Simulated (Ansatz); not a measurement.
A made-up structure of CH₃BS, closed shell:

```
6
angstrom
B -0.4992 -0.7057 -0.2289
C 0.2312 0.6027 0.0864
S 0.9837 -1.0145 0.6218
H -1.4309 -1.2501 -0.7111
H 0.8001 1.1276 -0.6759
H -0.0814 -1.7769 -0.2515
```

It is relaxed with PBE-D4/def2-SVP and then PBE0-D4/def2-TZVP (Ansatz 0.2.0). Atoms count as bonded within 1.22 times the sum of their covalent radii (H–H: 0.88 Å). The end point is not checked to be a true minimum.

Does its bonding change? (Judge from chemistry; the calculation decides.)

Computed: Yes. Formed: none; broken: B1–H6.

Where it ends: The first stage lowers the energy by 3.28 eV in 19 steps. It ends as CH₃BS ([BH]1[CH][SH]1):
B1  (-0.725, -0.551, -0.791)
C2  (0.206, 0.317, -0.269)
S3  (0.917, -1.313, -0.030)
H4  (-1.661, -1.043, -1.310)
H5  (0.697, 1.234, -0.001)
H6  (0.569, -1.661, 1.243)
(Å)

Labels in which every atom is bracketed show which atoms are joined, not bond orders.

For scale, one of the runs: PBE0-D4/def2-TZVP relaxation, 117 basis functions, launched by `ansatz run in.yaml --threads 2 --pin off --events-out ev --progress --plain --max-ram 4352MiB`. The run took about 14 s on 2 CPU threads of an Arm Neoverse V1 (shared host).
